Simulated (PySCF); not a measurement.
PySCF job for Si(H)3(Me) cation (CH₆Si), SMILES C[SiH3] (connectivity only; charge and spin as stated), charge +1, multiplicity 2, IEF-PCM-ωB97X/def2-SVP. The structure is a stationary point at B3LYP-D3(BJ)/def2-TZVP. The spin state was assumed, not searched. The isomer is the one that the SMILES or the coordinates give; other isomers of the formula were not compared.

```python
import numpy as np
from pyscf import gto, scf, dft
from pyscf.solvent import pcm

mol = gto.M(
    atom='''
    Si   -0.00000000    0.00000000    0.78269094
    C     0.00000000   -0.00000000   -1.49568289
    H    -1.26123762    0.72817588    0.97395056
    H     1.26123761    0.72817588    0.97395056
    H     0.00000000   -1.45635176    0.97395057
    H    -0.93322285   -0.53879646   -1.63514252
    H     0.93322285   -0.53879646   -1.63514252
    H    -0.00000001    1.07759293   -1.63514252
    ''',
    basis='def2-SVP',
    charge=1,
    spin=1,
    max_memory=1600,
    verbose=3,
)
mf = dft.UKS(mol, xc='wb97x').density_fit(auxbasis='def2-universal-jkfit')
mf.grids.level = 3
mf.conv_tol = 1e-9
mf.max_cycle = 100
mf.kernel()
fine, coarse = mf.grids, dft.Grids(mol).set(level=1).build(with_non0tab=True)
for _ in range(3):  # follow internal instabilities
    mf.grids = coarse
    mo, _, stable, _ = mf.stability(return_status=True, nroots=4)
    mf.grids = fine
    if stable:
        break
    mf.kernel(mf.make_rdm1(mo, mf.mo_occ))
res = {}
for name, eps in {'water': 78.355, 'chlorobenzene': 5.6968, 'diethylether': 4.24}.items():
    s = mf.PCM()
    s.with_solvent.method, s.with_solvent.eps, s.with_solvent.lebedev_order = 'IEF-PCM', eps, 29
    s.kernel(mf.make_rdm1())
    res[name] = (s.e_tot, eps, s.dip_moment(), s.mo_energy, s.converged)
    print(f'{name}: electrostatic solvation free energy {(s.e_tot - mf.e_tot) * 627.509474:.3f} kcal/mol')
```

Program output:

```

WARN: HOMO -0.273881134385397 >= LUMO -0.273881134385397

converged SCF energy = -330.677096734413  <S^2> = 0.75337778  2S+1 = 2.0033749
<class 'pyscf.df.df_jk.DFUKS'> wavefunction is stable in the internal stability analysis

WARN: PCM is an experimental feature. It is still in testing.
Features and APIs may be changed in the future.

converged SCF energy = -330.773305001311  <S^2> = 0.75332127  2S+1 = 2.0033185

WARN: System has nonzero charge 1; the dipole moment is origin-dependent.
Location of origin: [0. 0. 0.]

Dipole moment(X, Y, Z, Debye): -0.00000,  0.00038, -0.67485
water: electrostatic solvation free energy -60.372 kcal/mol

WARN: PCM is an experimental feature. It is still in testing.
Features and APIs may be changed in the future.

converged SCF energy = -330.757465185386  <S^2> = 0.75333523  2S+1 = 2.0033325

WARN: System has nonzero charge 1; the dipole moment is origin-dependent.
Location of origin: [0. 0. 0.]

Dipole moment(X, Y, Z, Debye): -0.00000,  0.00049, -0.63767
chlorobenzene: electrostatic solvation free energy -50.432 kcal/mol

WARN: PCM is an experimental feature. It is still in testing.
Features and APIs may be changed in the future.

converged SCF energy = -330.751586184718  <S^2> = 0.7533397  2S+1 = 2.0033369

WARN: System has nonzero charge 1; the dipole moment is origin-dependent.
Location of origin: [0. 0. 0.]

Dipole moment(X, Y, Z, Debye): -0.00000,  0.00043, -0.62535
diethylether: electrostatic solvation free energy -46.743 kcal/mol
```

The run converged.

Cost: around 30 core-seconds (rough).
